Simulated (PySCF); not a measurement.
## trichlorofluoromethane: calculation against experiment

**The experiment to reproduce.**

NIST CCCBDB Release 22 (SRD 101), experimental dipoles lists, for the gas: dipole moment (microwave Stark effect, vibrational ground state) 0.46 ± 0.02 D.

From NIST CCCBDB Release 22 (SRD 101), experimental polarizabilities, for the gas: mean polarisability 8.249 Å³.

How close the calculation comes is told at the end.

Trichlorofluoromethane, CCl₃F.
SMILES with atom numbers: `[F:1][C:2]([Cl:3])([Cl:4])[Cl:5]`

Cartesian coordinates in Å at the GFN2-xTB level; atoms count from 1:
```
atom  x, y, z in Å
F1     0.0603   -0.1410    1.3961
C2     0.0046   -0.0063    0.0667
Cl3   -0.4579    1.6606   -0.3126
Cl4    1.6028   -0.3706   -0.6039
Cl5   -1.2011   -1.1397   -0.5634
```

The PySCF runs (gas phase, on this GFN2-xTB geometry; no spin–orbit coupling):

| level | job | basis functions | wall time |
| --- | --- | --- | --- |
| B3LYP/def2-SVPD | 8 singlets by full TDDFT, 3 Tamm–Dancoff triplets, polarisability | 124 | 8.2 s |

Hardware: Arm Neoverse V2, one thread (shared host).

**Comparison with experiment**

**Dipole moment.** Measured: 0.46 D (NIST CCCBDB Release 22 (SRD 101), experimental dipoles).

| level | computed (D) | computed − measured (D) | % (from the printed values) |
| --- | --- | --- | --- |
| B3LYP/def2-SVPD | 0.41 | -0.05 | -11 |

The computed dipoles belong to one fixed geometry; measured ones are averaged over vibrations unless marked μe. Magnitudes are compared, not signs.

**Mean polarisability.** Measured: 8.249 Å³ (NIST CCCBDB Release 22 (SRD 101), experimental polarizabilities).

| level | computed (Å³) | computed − measured (Å³) | % (from the printed values) |
| --- | --- | --- | --- |
| B3LYP/def2-SVPD | 8.489 | +0.240 | +3 |

The computed values are static and purely electronic, with core orbitals frozen in the response (1 au = 0.148185 Å³). The table of measured values doesn't say here whether a value is static or optical, or holds a vibrational part.

No measured geometry was used, and the causes of the misses weren't examined.
